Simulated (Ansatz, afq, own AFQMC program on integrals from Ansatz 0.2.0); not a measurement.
**CH3, doublet: AFQMC among the cluster methods**

```yaml
atoms:
  - { symbol: C, position_ang: [0.6865, -0.7017, 0.8339] }
  - { symbol: H, position_ang: [-0.1499, -0.3887, 1.4594] }
  - { symbol: H, position_ang: [0.5309, -1.4355, 0.0427] }
  - { symbol: H, position_ang: [1.6788, -0.2815, 1.0003] }
```

Basis def2-TZVP. Only valence electrons are correlated. Ansatz 0.2.0 and our own AFQMC program on the same integrals; the CISD trial comes from CCSD amplitudes, and released means the phaseless constraint is let go. ± is one standard error of the sampling.

Determinant: UHF, the one that the program's search chose, which needn't be the lowest solution. The geometry is a PBE0/def2-SVP stationary point of this or a neighbouring charge and spin state.

No full CI on the walks' own integrals is used here; CCSDT(Q) serves as the reference and is uncertain by about the last step of the cluster series.

The T1 diagnostic is 0.0088. The weight of the determinant in the CISD state is 0.936. The ⟨S²⟩ of the determinant is 0.762. The size of the correlated space is 7 electrons in 48 orbitals.

Reference: CCSDT(Q), correlation energy -4.817 eV. The released energy is read at 2.40 1/Eh (meV from the phaseless value at times in 1/Eh: -3.2 ± 1.6 at 0.24, -3.9 ± 1.2 at 0.51, -3.8 ± 1.3 at 0.99, -3.8 ± 1.5 at 1.62, -0.2 ± 1.9 at 2.40).

```
         level  E − E(reference) (meV)  share of correlation (%)
            HF                  4816.8                      0.00
           MP2                   731.1                     84.82
          CCSD                   135.1                     97.19
       CCSD(T)                    16.3                     99.66
         CCSDT                     2.8                     99.94
 ph-AFQMC/CISD               1.8 ± 1.5                     99.96
released AFQMC               1.6 ± 1.9                     99.97
```

A walk keeps the symmetry of its determinant, which the program's search chose and which needn't be the lowest solution, so a lower state of the same spin and another symmetry isn't excluded. Released energies are given only where the last usable release times agree within the noise; a slower fall can still hide under it.
